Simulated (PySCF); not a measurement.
## Computed properties of propane (C3H8), SMILES CCC

C3H8, SMILES C(C)C. Geometry optimised at B3LYP-D3(BJ)/def2-SVP. The values are those of a single conformer. All values are computed for the isolated molecule unless a solvent is named; none is compared with measurement here.

**Structure.** The optimised structure has C2v symmetry. All 27 harmonic modes at B3LYP-D3(BJ)/def2-SVP (PySCF) are real, so it is a minimum. With heavy atoms numbered as in [CH3:1][CH2:2][CH3:3], the shortest bond between them is C1–C2 at 1.529 Å and the longest C2–C3 at 1.529 Å.

**Vibrations.** The strongest infrared lines (harmonic, unscaled, degenerate partners summed) lie at 3101 cm⁻¹ (84 km/mol, H 91 %, C 9 %), 3021 cm⁻¹ (43 km/mol, H 96 %), 3106 cm⁻¹ (43 km/mol, H 91 %, C 9 %). The softest mode is at 229 cm⁻¹ and the zero-point energy is 64.5 kcal/mol.

**Electronic structure.** r2SCAN/def2-TZVPD (PySCF) places the frontier levels at -7.99 and 0.69 eV, a gap of 8.68 eV, and gives a dipole moment of 0.09 D and a mean polarisability of 41.9 bohr³. PBE/def2-TZVPD (PySCF) at the same geometry gives -7.69 and -0.15 eV, so its gap is 1.14 eV narrower. An orbital gap is neither the optical nor the fundamental gap.

**Excitations.** TDA-CAM-B3LYP/def2-SVPD (PySCF) has S1 at 8.83 eV (140 nm, f = 0.002, weak); the most intense of the 10 singlets computed lies at 9.90 eV (f = 0.17). T1 (TDA) is at 8.55 eV, 0.28 eV under S1. TDA-PBE/def2-SVPD (PySCF) puts S1 at 7.91 eV. No vertical singlet excitation falls in the visible range (under 3.1 eV).

**NMR.** GIAO shifts at HF/pcSseg-1 (PySCF) (non-relativistic, atoms alike by connectivity averaged): ¹³C at 19.7 ppm against TMS; ¹H from 1.3 to 1.5 ppm against TMS.
